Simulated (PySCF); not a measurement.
Isomers of C5H11P, from PBE0-D3(BJ)/def2-SVP geometry optimisation, gas phase in PySCF 2.14.0. One conformer each, no zero-point energy, no frequencies.

Problem. Which isomer lies lower at this level?
A. `[CH3:1][CH2:2][PH:3][CH:4]1[CH2:5][CH2:6]1` with C1–C2–P3–C4 168°, C2–P3–C4–C5 -64°: A = 6960, B = 1454, C = 1320 MHz, dipole 1.35 D
B. `[CH3:1][CH2:2][CH2:3][P:4]1[CH2:5][CH2:6]1` with C1–C2–C3–P4 -67°, C2–C3–P4–C5 151°: A = 5479, B = 1748, C = 1572 MHz, dipole 1.26 D

Solution. B. That is `CCCP1CC1`, 8.2 kcal/mol below the other.

```
  SMILES                               mapped SMILES      E (Eh)  relative (kcal/mol)  relative (kJ/mol)  dipole (D)
CCCP1CC1  [CH3:1][CH2:2][CH2:3][P:4]1[CH2:5][CH2:6]1  -537.87927                  0.0                0.0        1.26
CCPC1CC1  [CH3:1][CH2:2][PH:3][CH:4]1[CH2:5][CH2:6]1  -537.86621                  8.2               34.3        1.35
```
